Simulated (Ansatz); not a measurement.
The input, for Ansatz 0.2.0:

```yaml
crystal:
  periodic: [false, false, false]
  atoms:
    - {symbol: N, position_ang: [-0.030066, -0.130755, 0.661245]}
    - {symbol: C, position_ang: [0.116167, 0.102607, -0.745850]}
    - {symbol: H, position_ang: [-0.282647, 0.742725, 1.141042]}
    - {symbol: H, position_ang: [-0.683794, -0.148384, -1.442336]}
basis:
  gaussian: {orbitals: cc-pVDZ}
magnetization: {spin_polarized: false, initial_magnetization: 1}
correlation: {method: ccsdt_q, electrons: outside_noble_gas}
```

```sh
$ ansatz run in.yaml --threads 1 --pin off --events-out ev --progress --plain --max-ram 2393MiB
```

The program prints:

```
705 factors; integrals over basis functions are off by at most 1.5e-7 eV
mean field evaluation 1: about -2537.3566 eV, gradient 2.5e1 eV
mean field evaluation 2: about -2537.3577 eV, gradient 2.5e1 eV
mean field evaluation 4: about -2539.2373 eV, gradient 2.7e0 eV
mean field evaluation 8: about -2539.5538 eV, gradient 5.3e-1 eV
mean field evaluation 16: about -2537.3575 eV, gradient 2.5e1 eV
mean field evaluation 32: about -2539.5327 eV, gradient 1.4e0 eV
mean field evaluation 64: about -2534.0394 eV, gradient 2.6e1 eV
mean field evaluation 96: about -2538.7164 eV, gradient 4.7e-1 eV
mean field -2539.55572031 eV, -93.3269513488 hartree, gradient 2.3e-6 eV, S^2 0.750000; 4 other end points of the search recorded, 0 dependent functions left out
mean field evaluation 128: about -2539.7299 eV, gradient 2.3e-1 eV
mean field evaluation 160: about -2537.4909 eV, gradient 1.9e1 eV
...
cycle  30  -8.74332109 eV  change   -2.4e-5 eV  update   9.4e-6
cycle  31  -8.74333345 eV  change   -1.2e-5 eV  update   5.8e-6
cycle  32  -8.74334207 eV  change   -8.6e-6 eV  update   3.9e-6
cycle  33  -8.74334462 eV  change   -2.6e-6 eV  update   2.7e-6
cycle  34  -8.74334597 eV  change   -1.3e-6 eV  update   1.8e-6
cycle  35  -8.74334847 eV  change   -2.5e-6 eV  update   1.2e-6
cycle  36  -8.74334957 eV  change   -1.1e-6 eV  update   7.7e-7
cycle  37  -8.74335092 eV  change   -1.4e-6 eV  update   5.2e-7
cycle  38  -8.74335129 eV  change   -3.7e-7 eV  update   2.6e-7
cycle  39  -8.74335134 eV  change   -4.5e-8 eV  update   1.7e-7
perturbative correction -0.05851311 eV, -0.0021503171 hartree
Total energy: -2548.35758476 eV, -93.6504139011 hartree
```

Ran on 1 thread of Arm Neoverse V1, shared host: 56 s wall, 0.38 GiB peak host memory.
